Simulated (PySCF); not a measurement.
# Computed data sheet: formic anhydride (`O=COC=O`)

Compound: formic anhydride, C2H2O3.
Numbering: `[O:1]=[CH:2][O:3][CH:4]=[O:5]` (hydrogens: H6 on C2; H7 on C4)

Among its groups: anhydride.

PBE0-D3(BJ)/def2-SVP geometry optimisation, gas phase (PySCF):

```yaml
Rotational_constants_A_B_C: 11.826, 4.759, 3.403 GHz
```

From PBE0/def2-SVPD ground state, ΔSCF and vertical TDDFT (core frozen in the response) (PySCF):

```yaml
Dipole_moment: 3.53 D
HOMO_energy: -8.48 eV
LUMO_energy: -1.67 eV
HOMO–LUMO_gap: 6.81 eV
Lowest_singlet_excitation: 4.74 eV (261 nm, f = 0.002)
Strongest_line_among_the_10_lowest_singlet_transitions: S9 at 9.13 eV (136 nm, f = 0.143)
Lowest_triplet_excitation_Tamm–Dancoff: 4.22 eV
Static_isotropic_polarisability: 34.8 au
Vertical_ionisation_energy: 10.84 eV
Electronic_spatial_extent_⟨r²⟩_about_the_centre_of_nuclear_charge: 346 bohr²
```

CAM-B3LYP/pcSseg-2 ground state and GIAO shieldings, non-relativistic (PySCF):

```yaml
13C_chemical_shifts_computed_TMS_as_zero_by_class: 163.2 (C2/C4) ppm
1H_chemical_shifts_computed_TMS_as_zero_by_class: 7.95 (H6/H7) ppm
Isotropic_shieldings_of_nuclei_other_than_C_and_H_by_class: -171 (O1/O5), 16 (O3) ppm
```

**B3LYP/pcJ-1 indirect spin-spin coupling, non-relativistic, gas phase (PySCF)**

```yaml
Largest_of_the_computed_one-bond_spin–spin_couplings_means_over_like_bonds: 13C–1H +249.4 (C2–H6 and 1 like it), 17O–13C +44.3 (O3–C2 and 1 like it), 17O–13C +26.3 (O1–C2 and 1 like it) Hz
```

delta-SCF UKS SCAN, pcX-2 on the ionised atom, pcseg-1 elsewhere, spin-free X2C (PySCF):

```yaml
Core_binding_energies: C1s 295.9 (C2/C4), O1s 539.1 (O1/O5), O1s 540.7 (O3) eV
```

Monoisotopic mass from the formula: 74.0004 u.

The ΔSCF ionisation energy exceeds −ε(HOMO) by 2.36 eV with PBE0. No computed singlet falls in the visible range (750 to 380 nm, 1.65 to 3.26 eV); S1 lies 1.48 eV above its blue end. The principal polarisabilities are 23.4, 38.7 and 42.3 au; their mean is the isotropic value. The largest Löwdin shares of the LUMO are 0.22 on C4, 0.22 on C2, 0.20 on O5 and 0.20 on O1. The rotational constants make it an asymmetric top with κ = (2B − A − C)/(A − C) = -0.68, nearer the prolate limit (−1). With B = h/(8π²I), that is 505.379 GHz u Å² over I, the principal moments of inertia are 42.7, 106.2 and 148.5 u Å² (most abundant isotopes); the inertial defect Ic − Ia − Ib is -0.4 u Å² (zero for a rigid planar frame, negative otherwise). The 10 singlets span 4.74 to 9.18 eV, and their oscillator strengths add up to 0.36.

Shape of the structure used: `[O:1]=[CH:2][O:3][CH:4]=[O:5]`: O1–C2–O3–C4 -7°, C2–O3–C4–O5 -6°.

One conformer stands for the species.
